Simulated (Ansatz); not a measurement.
# PF2 (doublet): from Hartree-Fock to the top rungs, def2-QZVPP

One table from this session's results is given with a row withheld; the runs are named, their logs left out.

Method: def2-QZVPP, core rule «outside noble gas», up to 7 orbitals frozen; program: Ansatz 0.2.0, Gaussian basis.

Plan: UHF; ROHF; CCSD(T) on UHF.

2 further runs of the same task are left out: 2 set aside as unsound or not needed.

### The system

The geometry is a PBE0/def2-TZVP stationary point (not a proven minimum).

3 atoms, charge 0, spin multiplicity 2.

Atoms are counted from 1 here; the program's logs count them from 0.

Bond lengths: F1–P2 1.584 Å, P2–F3 1.584 Å. Angles: F1–P2–F3 98.7°.

Set-up of the first run:

The input, in.yaml:

```yaml
crystal:
  periodic: [false, false, false]
  atoms:
    - {symbol: F, position_ang: [0.000000, -0.463276, 1.202212]}
    - {symbol: P, position_ang: [0.000000, 0.568321, 0.000000]}
    - {symbol: F, position_ang: [0.000000, -0.463276, -1.202212]}
basis:
  gaussian: {orbitals: "def2-QZVPP.json"}
magnetization: {spin_polarized: true, initial_magnetization: 1}
hamiltonian: {xc: hf}
output: {orbitals: {seedname: orbitals}}
```

On the command line:

```console
$ ansatz run in.yaml --threads 1 --pin off --events-out ev --progress --plain --max-ram 3968MiB --backend cpu
```

Steps of the session up to this table: UHF; ROHF; CCSD(T) on UHF.

One of the session's tables, all rows but one given; the rest of the session is left out.

It belongs to the step «Misses and costs». 

| method | from UCCSD(T) (meV) |
| --- | --- |
| ROHF | +19471.7 |
| UHF | +19274.0 |
| UMP2 | ? |
| UCCSD | +667.1 |
| UCCSD(T) | 0 |

Q: Estimate the row for UMP2 from the others.

The run gave: from UCCSD(T) (meV): +858.7. In the column «from UCCSD(T) (meV)» it lies between UCCSD (+667.1) and UHF (+19274.0).
